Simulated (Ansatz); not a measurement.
# C₂H₃N (SMILES C1=NC1): single points off equilibrium

One table from this session's results is given with a row withheld; the runs are named, their logs left out.

The runs use Ansatz 0.2.0, Gaussian basis; single points in def2-TZVPP.

Correlated methods freeze the cores.

### Where the work starts

SMILES `C1=NC1`, 6 atoms, charge 0, spin multiplicity 1.

Atoms are counted from 1 here; the program's logs count them from 0.

Bond lengths: C1–N2 1.104 Å, C1–C3 1.505 Å, C1–H4 0.901 Å, N2–C3 1.490 Å, C3–H5 0.799 Å, C3–H6 0.871 Å. Angles: N2–C1–C3 67.6°, N2–C1–H4 145.5°, C3–C1–H4 142.2°, C1–N2–C3 69.1°, C1–C3–N2 43.2°, C1–C3–H5 115.3°, C1–C3–H6 110.2°, N2–C3–H5 110.5°, N2–C3–H6 93.5°, H5–C3–H6 132.6°.

Geometry (Å):

```xyz
6
charge 0, multiplicity 1
C    -0.60370   -0.50800   -0.29930
N     0.30180   -0.85470    0.22770
C     0.29380    0.63020    0.10660
H    -1.45800   -0.70000   -0.51350
H     0.81660    0.86800   -0.44900
H     0.25210    0.75400    0.96760
```

The first run:

The input, run/in.yaml:

```yaml
crystal:
  periodic: [false, false, false]
  atoms:
    - {symbol: C, position_ang: [-0.603700, -0.508000, -0.299300]}
    - {symbol: N, position_ang: [0.301800, -0.854700, 0.227700]}
    - {symbol: C, position_ang: [0.293800, 0.630200, 0.106600]}
    - {symbol: H, position_ang: [-1.458000, -0.700000, -0.513500]}
    - {symbol: H, position_ang: [0.816600, 0.868000, -0.449000]}
    - {symbol: H, position_ang: [0.252100, 0.754000, 0.967600]}
basis:
  gaussian: {orbitals: def2-TZVPP}
correlation: {method: ccsd_t}
output: {forces: true}
```

No record of the launch command was kept for these runs.

Steps of the session up to this table: CCSD(T)/def2-TZVPP; PBE0-D4/def2-TZVPP; wB97M-V/def2-TZVPP; r2SCAN-D4/def2-TZVPP; PBE-D4/def2-TZVPP; r2SCAN0-D4/def2-TZVPP; LC-wPBE/def2-TZVPP.

One table of the session follows, with a row left open; its other results are not shown here.

| method | RMS force component (eV/Å) | angle to CCSD(T) forces (°) | dipole (D) |
| --- | --- | --- | --- |
| CCSD(T) | 9.607 | reference | 1.57 |
| PBE0-D4 | 9.482 | 2.6 | 1.57 |
| wB97M-V | 9.358 | 2.2 | 1.58 |
| r2SCAN-D4 | 9.433 | 1.7 | 1.56 |
| PBE-D4 | 9.600 | 0.7 | 1.52 |
| r2SCAN0-D4 | ? | ? | ? |
| LC-wPBE | 9.524 | 3.8 | 1.63 |

Q: Estimate the row for r2SCAN0-D4 from the others.

The run gave: RMS force component (eV/Å): 9.357; angle to CCSD(T) forces (°): 3.4; dipole (D): 1.60. In the column «RMS force component (eV/Å)» it is the lowest.
